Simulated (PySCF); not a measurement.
# PBE/cc-pVTZ run of SiO2 (silicon dioxide molecule)

Aim: the energy change on altering one bond length of SiO2 (silicon dioxide molecule) at PBE/cc-pVTZ, from 2 runs. The job is set up through a Python script.

The calculation is run with PySCF 2.14.0.

4 further runs of the same task are left out: 4 set aside as unsound or not needed.

### 1 The structure to begin with

The species is SiO2 (3 atoms), meant as a singlet with charge 0. As SMILES, `O=[Si]=O`. Geometry: relaxed at GFN2-xTB.

Bond lengths: O1–Si2 1.491 Å, Si2–O3 1.491 Å. Angles: O1–Si2–O3 179.9°.

### 2 A single-point energy at PBE/cc-pVTZ

Input file input.py:

```python
# O=[Si]=O
from pyscf import gto, dft

mol = gto.M(
    atom='''
O      0.691230     1.217290     0.513740
Si    -0.000730     0.000440    -0.000160
O     -0.690510    -1.217740    -0.513580
''',
    spin=0,
    verbose=3,
    basis='cc-pvtz',
    max_memory=1860,
)

calc0 = dft.RKS(mol)
calc0.xc = 'pbe'
calc0.grids.level = 5
calc0.conv_tol = 1e-10
calc0.kernel()
if not calc0.converged:
    calc0 = calc0.newton().run(calc0.mo_coeff, calc0.mo_occ)

e_tot = calc0.e_tot
print('E(%s) = %.9f' % ('PBE', e_tot))
```

Command:

```
OMP_NUM_THREADS=1 python input.py
```

Standard output:

```text
converged SCF energy = -439.720762192254
E(PBE) = -439.720762192
```

Run time: 8.7 s. Hardware: 1 thread of Arm Neoverse V2, shared host; peak memory 0.45 GiB.

### 3 The distorted shape at the same level

Input file input.py:

```python
from pyscf import gto, dft

mol = gto.Mole()
mol.atom = '''
O      0.898801     1.582314     0.667897
Si    -0.000730     0.000440    -0.000160
O     -0.690510    -1.217740    -0.513580
'''
mol.spin = 0
mol.basis = 'cc-pvtz'
mol.max_memory = 1860
mol.verbose = 3
mol.build()

mf = dft.RKS(mol, xc='pbe')
mf.conv_tol = 1e-10
mf.grids.level = 5
mf.kernel()
if not mf.converged:
    mf = mf.newton().run(mf.mo_coeff, mf.mo_occ)

etot = mf.e_tot
print('E(%s) = %.9f' % ('PBE', etot))
```

Command:

```
OMP_NUM_THREADS=1 python input.py
```

Standard output:

```text
converged SCF energy = -439.644679349283
E(PBE) = -439.644679349
```

Run time: 9.9 s. Hardware: 1 thread of Arm Neoverse V2, shared host; peak memory 0.45 GiB.

### 4 What came out

At PBE/cc-pVTZ:

| quantity | value |
| --- | --- |
| first shape: total energy | -439.72076 Eh |
| first shape: dipole moment | 0.01 D |
| first shape: HOMO energy | -8.30 eV |
| first shape: LUMO energy | -4.15 eV |
| first shape: HOMO–LUMO gap | 4.15 eV |
| distorted shape: total energy | -439.64468 Eh |
| distorted shape: dipole moment | 0.95 D |
| distorted shape: HOMO energy | -7.21 eV |
| distorted shape: LUMO energy | -5.34 eV |
| distorted shape: HOMO–LUMO gap | 1.87 eV |
| energy change with the O1–Si2 bond stretched from 1.491 to 1.938 Å | 2.070 eV |

In words: With the O1–Si2 bond stretched from 1.491 to 1.938 Å the energy rises by 2.07 eV (48 kcal/mol). The first shape isn't relaxed at this level, so the change isn't measured from a minimum. Mulliken charges (first shape) run from -0.33 on O1 to +0.66 on Si2.
